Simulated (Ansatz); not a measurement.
Geometry optimisation, UKS PBE0-D4/def2-SVP (Ansatz).

input.yaml

```yaml
crystal:
  periodic: [false, false, false]
  atoms:
    - { symbol: F, position_ang: [0.9871, 0.984, 0.6386] }
    - { symbol: Al, position_ang: [-0.4609, 0.2654, -0.2205] }
    - { symbol: H, position_ang: [-0.5371, -1.3143, -0.4313] }
magnetization:
  spin_polarized: true
  initial_magnetization: 1
basis:
  gaussian: { orbitals: def2-SVP }
hamiltonian:
  xc: pbe0
  dispersion: d4
relax:
  f_tol: 0.02
  max_steps: 40
```

Run as:

```bash
$ ansatz run input.yaml --threads 1 --pin off --max-ram 2048MiB --backend cpu --events-out ev --progress --plain --runs-dir out
```

Where does it end, and by what steps?

It converged. After 4 steps the energy has fallen by 0.289 eV; F1 moved furthest, 0.11 Å.

```
step  energy less start (eV)  largest force component (eV/Å)  accepted
   0                  0.0000                           2.413       yes
   1                 -0.2043                           1.584       yes
   2                 -0.2737                           0.811       yes
   3                 -0.2878                           0.069       yes
   4                 -0.2887                           0.009       yes
```

```xyz
3
Properties=species:S:1:pos:R:3
F 0.916 0.908 0.592
Al -0.431 0.313 -0.199
H -0.495 -1.286 -0.406
```

Whether the end is a true minimum wasn't checked by a vibrational analysis.

Time of the run: 4.9 s on 1 thread of Arm Neoverse V2 (shared host), peak memory 0.11 GiB.
